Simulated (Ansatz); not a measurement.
# 1,1-elimination

Start structure (CH₅ClSi, closed shell), relaxed at PBE0-D4/def2-TZVP:

Si1  (-0.475, 0.703, -0.081)
C2  (0.452, -0.904, -0.005)
H3  (-0.537, 1.231, -1.466)
H4  (-1.850, 0.565, 0.458)
Cl5  (0.492, 2.116, 1.068)
H6  (1.468, -0.783, -0.385)
H7  (-0.057, -1.658, -0.612)
H8  (0.508, -1.269, 1.023)
(Å)

The step: CH₅ClSi ([CH3][SiH2][Cl]) → SiHCl ([SiH][Cl]) + CH₄; bonds formed: C2–H3; bonds broken: Si1–C2, Si1–H3. Program: Ansatz 0.2.0. Basis: def2-TZVPP and def2-QZVPP. Cores are frozen in the correlated methods. Extrapolation: Hartree–Fock as exp(−7.88 √X), correlation as X^−2.97. Energies below are by CCSD(T) at an estimated basis limit (MP2 extrapolated from triple and quadruple zeta, plus CCSD(T) − MP2 in triple zeta).

Question: What are the electronic barrier and the energy of the step, from the start structure to the end structure? (Judge from chemistry; the value comes from the calculation.)

Answer: By the calculation: Barrier 76.96 kcal/mol; step energy 45.67 kcal/mol (uphill); reverse barrier, their difference, 31.29 kcal/mol. Barrier and step energy count from the start structure, the reverse barrier from the end structure.

The saddle point: One imaginary mode of 1265i cm⁻¹.
| pair | start (Å) | saddle (Å) | end (Å) |
| --- | --- | --- | --- |
| C2–H3 | 2.77 | 1.56 | 1.10 |
| Si1–C2 | 1.86 | 2.21 | 3.13 |
| Si1–H3 | 1.48 | 1.50 | 2.44 |

Zero-point energy (harmonic, PBE0-D4): ZPE is 34.68 kcal/mol at the start and 32.92 kcal/mol at the saddle, so the barrier goes from 76.96 to 75.21 kcal/mol.

First-order rate constant out of the start structure at 298 K by transition-state theory, with harmonic vibrational free energies alone and no tunnelling: ΔA‡ = 75.11 kcal/mol, so k = (kB T/h) exp(−ΔA‡/kB T) ≈ 10^-42 s⁻¹ (an order of magnitude at best: rotation, the number of equivalent paths and anharmonicity are left out).

The T1 diagnostic stays at or below 0.013. The restricted Hartree–Fock reference is unstable towards an unrestricted one at one or more of these structures.

Losses and insertions of silylenes and their heavier kin drive the gas-phase chemistry of silicon and germanium vapour deposition.

Labels in which every atom is bracketed show which atoms are joined, not bond orders.

For scale, one of the runs: CCSD(T)/def2-TZVPP, 185 basis functions, launched by `ansatz run in.yaml --threads 2 --pin off --events-out ev --progress --plain --max-ram 4352MiB`. Time: 37 s of wall clock on 2 CPU threads of an Arm Neoverse V1; the host was shared. Peak host memory: 1.7 GiB.
